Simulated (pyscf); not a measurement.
5 gas-phase steps of one pattern: 1,1-elimination on the singlet surface, As–Ge + Ge–H or As–Si + H–Si or Ge–H + Ge–N or H–Si + N–Si broken and As–H or H–N formed. PySCF, gas phase, ωB97X-D3(BJ)/def2-SVP geometries. Electronic energies in eV, between the relaxed ends of the descent from the saddle (adducts or complexes of the species named), with the reactant end as zero; ΔE‡ and ΔE at ωB97X-D3(BJ)/def2-TZVP. Rows were drawn at random from the steps of this pattern with a verified saddle, stable references and a bound adduct at one end at least.

| row | step | ΔE | ΔE‡ |
|---|---|---|---|
| 1 | H₂N–GeH₂–Cl (SMILES [NH2][GeH2][Cl]) -> Cl–GeH: (SMILES [Cl][GeH]) [singlet] + NH₃ (SMILES N) | +0.33 | 2.75 |
| 2 | H₂N–SiH(Cl)–Cl (SMILES N[SiH](Cl)Cl) → Cl–Si:–Cl (SMILES Cl[Si]Cl) [singlet] + NH₃ (SMILES N) | +1.23 | 3.30 |
| 3 | H₂N–SiH₂–NH–SiH₂–NH–SiH₃ (SMILES N[SiH2]N[SiH2]N[SiH3]) -> H₂N–SiH₂–NH–SiH₂–NH₂ (SMILES N[SiH2]N[SiH2]N) + SiH₂ (SMILES [SiH2]) [singlet] | +1.79 | 3.36 |
| 4 | H₃Ge–AsH₂ (SMILES [GeH3][AsH2]) → AsH₃ (SMILES [AsH3]) + GeH₂ (SMILES [GeH2]) [singlet] | +2.00 | ? |
| 5 | H₂Si=As–SiH₃ (SMILES [SiH2]=[As][SiH3]) -> H₂Si=AsH (SMILES [SiH2]=[AsH]) + SiH₂ (SMILES [SiH2]) [singlet] | +2.68 | 2.76 |

Problem. Fit ΔE‡ = a + b·ΔE to the other rows and predict row 4.

Solution. Over the 4 complete rows the means are +1.51 (ΔE) and 3.04 (ΔE‡); least squares gives b = 0.01 and a = 3.03 eV, with residuals of 0.29 eV (root mean square; largest 0.31, row 3). For row 4: 3.03 + 0.01 × (+2.00) = 3.05 eV. The computed barrier is 2.38 eV, 0.67 under the line. The scatter is large against the spread of the barriers, so the line says little here. Each barrier is that of the saddle found. Elements up to Kr have no core potential and no relativistic terms here.
